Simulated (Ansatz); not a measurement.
in.yaml

```yaml
crystal:
  periodic: [false, false, false]
  atoms:
    - {symbol: Ge, position_ang: [0.027108, -0.050729, 0.285576]}
    - {symbol: N, position_ang: [-0.137766, 0.207393, -1.397312]}
    - {symbol: H, position_ang: [-0.061146, 1.361401, 0.949904]}
    - {symbol: H, position_ang: [0.021963, -0.587513, -2.113155]}
basis:
  gaussian: {orbitals: cc-pVDZ}
magnetization: {spin_polarized: false, initial_magnetization: 1}
correlation: {method: ccsdt_q, electrons: outside_noble_gas}
```

```sh
$ ansatz run in.yaml --threads 1 --pin off --events-out ev --progress --plain --max-ram 2393MiB
```

The program prints:

```
999 factors; integrals over basis functions are off by at most 2.2e-7 eV
mean field evaluation 1: about -57979.6335 eV, gradient 3.6e1 eV
mean field evaluation 2: about -57979.6636 eV, gradient 3.6e1 eV
mean field evaluation 4: about -57983.2783 eV, gradient 3.8e0 eV
mean field evaluation 8: about -57983.3877 eV, gradient 8.0e-1 eV
mean field evaluation 16: about -57983.5776 eV, gradient 1.8e-2 eV
mean field evaluation 32: about -57983.3462 eV, gradient 9.0e-1 eV
mean field evaluation 64: about -57983.5776 eV, gradient 2.1e-6 eV
mean field evaluation 96: about -57978.7642 eV, gradient 2.3e1 eV
mean field evaluation 128: about -57980.3857 eV, gradient 1.1e-2 eV
mean field evaluation 160: about -57982.8517 eV, gradient 9.1e-3 eV
...
cycle  15  -7.96586750 eV  change   -1.1e-4 eV  update   1.1e-4
cycle  16  -7.96581382 eV  change    5.4e-5 eV  update   6.6e-5
cycle  17  -7.96579310 eV  change    2.1e-5 eV  update   3.6e-5
cycle  18  -7.96572487 eV  change    6.8e-5 eV  update   1.9e-5
cycle  19  -7.96571350 eV  change    1.1e-5 eV  update   1.0e-5
cycle  20  -7.96570925 eV  change    4.2e-6 eV  update   6.4e-6
cycle  21  -7.96571427 eV  change   -5.0e-6 eV  update   4.5e-6
cycle  22  -7.96572004 eV  change   -5.8e-6 eV  update   3.2e-6
cycle  23  -7.96572381 eV  change   -3.8e-6 eV  update   2.0e-6
cycle  24  -7.96572496 eV  change   -1.1e-6 eV  update   1.3e-6
perturbative correction -0.05091791 eV, -0.0018711987 hartree
Total energy: -57991.59429106 eV, -2131.1517820820 hartree
```

Ran on 1 thread of Intel Xeon 6975P-C, shared host: 22 s wall, 0.42 GiB peak host memory.
